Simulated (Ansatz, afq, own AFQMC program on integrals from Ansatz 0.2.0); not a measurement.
InH3⁺, doublet: AFQMC among the cluster methods

```yaml
atoms:
  - { symbol: In, position_ang: [0.0000, -0.0249, 0.0007] }
  - { symbol: H, position_ang: [0.0000, 3.0890, -0.0906] }
  - { symbol: H, position_ang: [0.0000, -0.1910, -2.2021] }
  - { symbol: H, position_ang: [0.0000, -0.0640, 2.2093] }
```

Basis def2-SVP with its core potentials. Noble-gas cores (and the filled d shells of Ga–Kr and In–Xe) are frozen. AFQMC by an in-house program on the Cholesky factors that Ansatz 0.2.0 writes for its CCSD(T) run. The CISD trial takes its coefficients from CCSD amplitudes. Released means that phaseless walkers are propagated on without the constraint, phases kept. Error bars are statistical, one sigma. No spin–orbit coupling.

Determinant: UHF, the one that the program's search chose, which needn't be the lowest solution. The geometry is a point of a scan.

Full CI on the same integrals is exact in this basis and with this determinant's frozen core.

Cautions: no spin-orbit coupling; inner d shell frozen; strong correlation (T1 0.116, weight of the determinant 0.73, largest double 0.17); unrestricted determinant spin contaminated (⟨S²⟩ 1.55 against 0.75); CCSD(T) is in doubt: in a space of 5 electrons in 8 natural orbitals full CI lies 105 meV below it; the released energies are still falling, so no released level is given (meV from the phaseless value at times in 1/Eh: 0.2 ± 2.4 at 0.24, -1.1 ± 2.0 at 0.51, -6.0 ± 1.8 at 0.99, -7.9 ± 1.8 at 1.62, -10.2 ± 1.1 at 2.40).

The T1 diagnostic is 0.1161, the weight of the determinant in the CISD state is 0.730 and the ⟨S²⟩ of the determinant is 1.546. The size of the correlated space is 5 electrons in 32 orbitals.

| level | correlation energy (eV) |
| --- | --- |
| MP2 | -0.7723 |
| CCSD | -1.6314 |
| CCSD(T) | -1.7104 |

(1) Estimate where phaseless AFQMC with a CISD trial lies against CCSD(T) on the same integrals.

(1) 7.9 ± 0.5 kJ/mol below CCSD(T).

Reference: full CI, correlation energy -1.808 eV. The cautions show a poor starting determinant, so the rows tell how each method copes with it here, and full CI is the sure value.

```json
{"level": "CCSD(T)", "E − E(reference) (kJ/mol)": "9.4", "share of correlation (%)": "94.60"}
{"level": "CCSDT", "E − E(reference) (kJ/mol)": "0.5", "share of correlation (%)": "99.69"}
{"level": "CCSDT(Q)", "E − E(reference) (kJ/mol)": "0.0", "share of correlation (%)": "100.01"}
{"level": "CCSDTQ", "E − E(reference) (kJ/mol)": "0.0", "share of correlation (%)": "100.00"}
{"level": "ph-AFQMC/CISD", "E − E(reference) (kJ/mol)": "1.5 ± 0.5", "share of correlation (%)": "99.14"}
```

CCSDT and higher add their correlation energy to the determinant of the CCSD(T) run, since their own runs factorise the integrals more tightly (a shift of under 2 meV). A walk keeps the symmetry of its determinant, which the program's search chose and which needn't be the lowest solution, so a lower state of the same spin and another symmetry isn't excluded.
